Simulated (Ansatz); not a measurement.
AlNH2Cl (SMILES [NH2][Al][Cl]): the energy to break a bond

The species is AlNH2Cl (5 atoms), meant as a doublet with charge 0. As SMILES, `[NH2][Al][Cl]`. The shape was relaxed beforehand at wB97X-V/def2-SVP. This is one conformer, not always the lowest.

```xyz
5

N    -0.5499    0.4623   -0.2287
Al    0.4056   -0.2935    1.0596
Cl    1.9116   -1.6540    0.4375
H    -1.3018    1.1301   -0.0889
H    -0.4155    0.2815   -1.2210
```

Wanted: the dissociation energy of the Cl3–Al2 bond into doublet Cl and singlet AlNH2 (shapes relaxed at wB97X-V/def2-SVP, no zero-point term). 1 Eh = 2625.50 kJ/mol = 27.2114 eV. Totals in Eh; open shells run unrestricted unless said.

```
                                       level  program      AlNH2Cl   doublet Cl  singlet AlNH2
                           USVWN5/def2-TZVPP   Ansatz  -755.716874  -458.649896    -296.922237
                         UPBE0-D4/def2-TZVPP   Ansatz  -758.374690  -459.997429    -298.246120
UCCSD(T)/def2-TZVPP, 11 core orbitals frozen   Ansatz  -757.668566  -459.664645    -297.882985
```

**Question.** Work out the dissociation energy at each level.

**Answer.** 
1. USVWN5/def2-TZVPP: (-458.649896) + (-296.922237) − (-755.716874) = 0.144741 Eh = 380.0 kJ/mol = 3.94 eV.
2. UPBE0-D4/def2-TZVPP: (-459.997429) + (-298.246120) − (-758.374690) = 0.131141 Eh = 344.3 kJ/mol = 3.57 eV.
3. UCCSD(T)/def2-TZVPP: (-459.664645) + (-297.882985) − (-757.668566) = 0.120936 Eh = 317.5 kJ/mol = 3.29 eV.

The levels span 318 to 380 kJ/mol; no measured value is set beside them. A fragment with an even electron count was run as a singlet and may have a lower triplet. A bond enthalpy at 298 K also holds the loss of zero-point energy and thermal terms.
